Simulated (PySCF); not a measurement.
C$_{4}$H$_{4}$N$_{2}$: full NMR table

* Formula: C4H4N2
* SMILES: C=NC(=C)C#N
* InChI: InChI=1S/C4H4N2/c1-4(3-5)6-2/h1-2H2
* Point group of the computed structure: Cs
* Degrees of unsaturation: 4
* Carbon signals: 4
* Proton signals: 4

Bonds (- single, = double, # triple, : aromatic): C1=N2 1.270 Å, N2-C3 1.399 Å, C3=C4 1.344 Å, C3-C5 1.446 Å, C5#N6 1.159 Å. C1 carries H7, H8; C4 carries H9, H10. H8 is cis to C3; H9 is cis to N2; H7 is trans to C3; H10 is trans to N2.

All values are calculated (PySCF 2.14.0 with density-fitted response routines): geometry from PBE0-D3(BJ)/def2-SVP, GIAO PBE0/pcSseg-1 shieldings, B3LYP/pcJ-1 coupling constants (spin–dipole term only in couplings to heteroatoms). Relativity neglected, no solvent, one computed conformer.

Scale: TMS for ¹H (σref 31.27), ¹³C (σref 184.41); ¹⁵N (σref 265.67) against NH3 (reference shieldings calculated alike).

```tsv
carbon	δC, type	δH (multiplicity, J in Hz)	HMBC from (abs. J ≥ 3 Hz)	span of the C tensor (ppm)
C1	162.1, CH2	H7 7.63 (dt, 16.8, 1.4); H8 7.83 (d, 16.8)	–	203
C3	138.3, C	–	H8, H7, H9	172
C4	142.8, CH2	H9 6.67 (t, 1.2); H10 6.38 (t, 1.3)	–	224
C5	116.6, C	–	H9, H10	335
```

Other nuclei:
```tsv
atoms	nucleus	environment	δ (ppm)	σ (ppm)
N2	¹⁵N	imine nitrogen	385.6	-119.9
N6	¹⁵N	nitrile nitrogen	330.7	-65.0
```

Selected couplings (Hz, signed; the shortest-range and largest first, 30 at most; isotopes ¹³C, ¹H, ¹⁵N): ¹J(C1,H7) 194.4, ¹J(C4,H9) 177.0, ¹J(C4,H10) 174.7, ¹J(C1,H8) 168.4, ¹J(C3,C4) 93.7, ¹J(C3,C5) 82.4, ¹J(C5,N6) -18.4, ¹J(C1,N2) -6.7, ¹J(N2,C3) 2.7, ²J(H7,H8) 16.8, ²J(N2,H7) -13.7, ²J(N2,C4) -8.8, ²J(C4,C5) 7.5, ²J(C1,C3) -6.2, ²J(C3,N6) 4.6, ²J(N2,H8) 4.1, ²J(N2,C5) 2.1, ²J(H9,H10) 1.1, ³J(C1,C4) 9.3, ³J(N2,H10) -8.2, ³J(C1,C5) 5.8, ³J(N2,H9) -3.5, ³J(C4,N6) -2.1.

1. Carbon types of the structure: 2 × C, 2 × CH2, which accounts for all hydrogens.
2. δC 162.1: C=N carbon.
3. δC 142.8: terminal =CH2 carbon; the olefinic region.
4. δC 138.3: fully substituted alkene carbon; an sp2 carbon of a C=C bond.
5. δC 116.6: nitrile carbon; typical of a nitrile.
6. δH 6.67, 6.38: hydrogen on a terminal =CH2 carbon; a vinylic proton, deshielded by the sp2 carbon and the C=C anisotropy.

Multiplet labels drop couplings under 1 Hz and merge nearly equal ones. Shifts are as computed. Against solution values, carbons near 30 ppm lie about +2 ppm off and those near 130 ppm about +5 ppm. Of 1211 compounds with measured shifts, 218 miss one by over three times the rms of a fit or turn the order of signals round; such compounds aren't used in these exercises. Experimental scales use liquid or dissolved standards, which lie at an offset from isolated NH3 (liquid NH3: subtract about 20 ppm). Unscaled 15N shifts of sp2 nitrogen come out 20 to 40 ppm too high even then.
